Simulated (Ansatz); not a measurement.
Two shapes of singlet BH₄(-).

Shape 1:

```xyz
5

B    -0.0246   -0.0428    0.0080
H     0.7247    0.7725    0.7167
H     0.7156   -0.7049   -0.6769
H    -0.6858    0.6923   -0.7363
H    -0.7649   -0.7066    0.7013
```

Shape 2:

```xyz
5

B     0.0000    0.0000    0.0000
H     0.7808    0.7808    0.7808
H     0.7808   -0.7808   -0.7808
H    -0.7808    0.7808   -0.7808
H    -0.7808   -0.7808    0.7808
```

Basis set: def2-TZVP (spherical functions). Left uncorrelated: 1 orbital. Charge -1, multiplicity 1.

Computed with Ansatz (development build ahead of 0.2.0); each method stands on the lowest determinant of its kind that the runs found.

Q: Which shape is lower in energy, and by how much in each method?

A:

```csv
method,E(2) − E(1) (eV)
RHF,0.334
RHF-MP2,0.394
```

Shape 1 is lower. Caution: no diffuse functions for an anion.
